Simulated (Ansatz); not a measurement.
# How far a parabola holds: energy against volume of rock-salt LiCl

Rock-salt LiCl, treated with LDA in Ansatz (plane waves, PAW). Run with plane-wave cutoff 520 eV, 12×12×12 k mesh, Fermi–Dirac smearing 0.01 eV, scalar-relativistic PAW data made under PBE. The cell has no free parameter but its volume, all volumes share cutoff and mesh, and the runs aren't spin-polarised. Energies are free energies at the run's smearing, counted from the lowest row; static lattice.

| V (Å³/atom) | E (meV/atom) |
|---|---|
| 14.376 | ? |
| 14.682 | 3.36 |
| 14.987 | 0.81 |
| 15.293 | 0.00 |
| 15.599 | 0.75 |
| 15.905 | 2.91 |

### Question
Using a parabola, estimate the missing E at V = 14.376 from the other rows, showing the fit.

### Answer
With u = V - 15.3, the rows have u = -0.6180, -0.3130, -0.0070, 0.2990, 0.6050. Least squares gives E = -0.005 - 0.203·u + 8.392·u². Residuals (row less fit): 0.034, -0.071, 0.003, 0.065, -0.034; standard error 0.076 (degrees of freedom: 2). The fitted curve has its minimum at V = 15.3, where E = -0.01. Its curvature is d²E/dV² = 2 × 8.392 meV/Å⁶, so B = V0·d²E/dV² × 0.1602 = 41.2 GPa. At the withheld row, u = -0.9240, so E = -0.005 - 0.203 × (-0.9240) + 8.392 × (-0.9240)² = 7.347 meV/atom. The calculation gives 7.84 meV/atom, 0.493 meV/atom above the prediction (6.3 % of the range of E in the table). The row lies outside the fitted rows, so this is an extrapolation. From the scatter of the fitted rows alone, a prediction at this place has a standard error of 0.180 meV/atom, so the miss is 2.7 times that.

The residuals are curvature that a parabola lacks, not noise. A solid that stiffens under compression and softens on expansion lies above the parabola at the compressed end and under it at the expanded end, as this row does. A third-order Birch-Murnaghan fit to the whole scan has B0 = 40.9 GPa. Only scans are tabulated whose curvature falls smoothly with volume, and where the parabola meets the shown rows within 5 % of their range and misses the end by 0.1 meV or more.

Measured, for comparison: bulk modulus 38.7 GPa (0 K value with the zero-point phonon effect removed, sources range from 37.3 to 38.7; as tabulated in Mejia-Rodriguez and Trickey (2018), arXiv:1807.09216). Computed less measured: bulk modulus +6 % (+6 % to +10 % over the range).

Ansatz is a program for electronic structure.
